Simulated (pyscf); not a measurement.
PySCF, gas phase, ωB97X-D3(BJ)/def2-SVP geometries.

SMILES: [O]=[Mo](=[O])([SH])[Cl]
```xyz
6

O      0.3729     2.2146    -0.4190
Mo     0.4876     0.5712    -0.2437
O      1.6625     0.2337     0.8770
S     -1.5473    -0.1469     0.5852
Cl     0.9930    -0.4181    -2.2158
H     -1.0111    -1.2357     1.1783
```

Problem. How much does it cost (ΔH, 298 K, ωB97M-D3(BJ)/def2-TZVP) to split O=Mo(=O)(SH)–Cl at its Mo–S bond into [O=Mo(=O)–Cl]• + SH•?

Solution. Mo–S to [O=Mo(=O)–Cl]• + SH•: 76.0 kcal/mol. The 7 functionals that were run give +73.8 (M06-2X) to +84.0 kcal/mol (PBE). The radicals are drawn with the spin at the cut bond; how far it spreads was not checked. Other isomers of [O=Mo(=O)–Cl]• were not searched in full and may lie lower. Left out: the spin-orbit lowering of SH. Open-shell species with a d-block atom are single-reference here; other states, and whether the spin sits on metal or ligand, were not checked. Elements past Kr carry the def2 core potentials, without spin-orbit coupling.
